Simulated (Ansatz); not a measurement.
Reaction (SMILES): O=[N] (N-O) → NO+ (singlet, bonded as [N]=O) + e-
B3LYP-D3(BJ)/def2-TZVP geometries, fixed; electronic energies without zero-point terms.

Core correlation in the adiabatic ionisation energy at MP2 with Ansatz (an electronic-structure program), in eV: frozen core against all electrons. Open shells are unrestricted.

```
basis      functions, most  frozen core  all electrons  core term (second minus first)
---------  ---------------  -----------  -------------  ------------------------------
cc-pVDZ                 28        8.553          8.549                          -0.004
cc-pCVDZ                36        8.547          8.545                          -0.002
cc-pVTZ                 60        8.792          8.774                          -0.018
cc-pCVTZ                86        8.778          8.788                           0.010
cc-pwCVTZ               86        8.775          8.788                           0.013
cc-pVQZ                110        8.859          8.861                           0.002
cc-pCVQZ               168        8.860          8.873                           0.013
cc-pwCVQZ              168        8.861          8.875                           0.014
```

The largest core-valence set, cc-pwCVQZ, gives a core term of 0.014 eV; the valence set cc-pVQZ, which lacks functions for the core, gives 0.002.
